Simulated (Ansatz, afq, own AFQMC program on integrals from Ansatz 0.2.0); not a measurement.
AFQMC on a folder of integrals that Ansatz 0.2.0 wrote.

```yaml
crystal:
  periodic: [false, false, false]
  atoms:
    - {symbol: Si, position_ang: [0.000000, 0.000000, 0.000000]}
    - {symbol: C, position_ang: [0.000000, 0.000000, 2.040000]}
basis:
  gaussian: {orbitals: 6-31G}
magnetization: {spin_polarized: false}
correlation: {method: ccsd_t, electrons: outside_noble_gas, hamiltonian_folder: ham}
```

```sh
$ ansatz run in.yaml --threads 1 --pin off --events-out ev --progress --plain --max-ram 1382MiB
```

Options of the walk:

```
--method free --trial cid --walkers 50 --time-step 0.05 --max-blocks 60 --target-error 0.00068 --factor-cut 0.001 --seed 2035 --times 0,0.05,0.1,0.15 --taylor-order 10
```

Times are imaginary, in 1/Eh. The walk had a cap of 90 s.

```
orbitals 16  electrons 4 4  factors 67 of 267
reference energy -326.41220579 Eh
CCSD correlation -0.20980010 Eh in 16 cycles, weight of the determinant in the CISD state 0.7101
repeat  energy at the last time / Eh  error
    10  -326.627110  0.003908
    20  -326.630313  0.003711
    30  -326.631249  0.002673
    40  -326.630489  0.002387
    50  -326.630651  0.002120
    60  -326.630354  0.001894
time / (1/Eh)  energy / Eh  error  mean overlap
  0.00  -326.626911  0.002251  1.3503
  0.05  -326.627522  0.002163  1.3510
  0.10  -326.628168  0.001806  1.3517
  0.15  -326.630354  0.001894  1.3555
energy -326.630354 +/- 0.001894 Eh
```

The run passed its tests (error under three times the target), which doesn't prove that it has relaxed.

Against this walk (error 51.5 meV) on the same determinant: CCSD(T) 258.4 meV lower, CCSDT(Q) 440.9 meV lower, CCSDTQ 404.2 meV lower, full CI 429.8 meV lower. The error is statistical, and a free projection of finite length keeps a remainder of its start.

A setting was made bad on purpose (projection too short), so the walk's energy isn't to be trusted.

Cautions: remainder of the start not in the error; error above the target (51.5 against 18.5 meV); higher spins were not checked; restricted determinant unstable towards unrestricted (UHF 3.39 eV lower, ⟨S²⟩ 1.80); the search met a lower determinant of the same kind, perhaps of another symmetry (1.85 eV lower), and this one is a saddle point; strong correlation (T1 0.061, weight of the determinant 0.71, largest double 0.24); (T) is large, 9 % of the CCSD correlation; (Q) is large, 183 meV, so the cluster series hasn't closed; CCSD(T) is in doubt: in a space of 8 electrons in 8 natural orbitals full CI lies 156 meV below it; CCSDTQ on the UHF determinant differs (876 meV lower), perhaps since the unrestricted series falls towards higher spin; the coarse factor cut changes the integrals a little; the time-step error isn't removed.

CCSDT and higher add their correlation energy to the determinant of the CCSD(T) run, since their own runs factorise the integrals more tightly (a shift of under 2 meV). A walk keeps the symmetry of its determinant, which the program's search chose and which needn't be the lowest solution, so a lower state of the same spin and another symmetry isn't excluded.
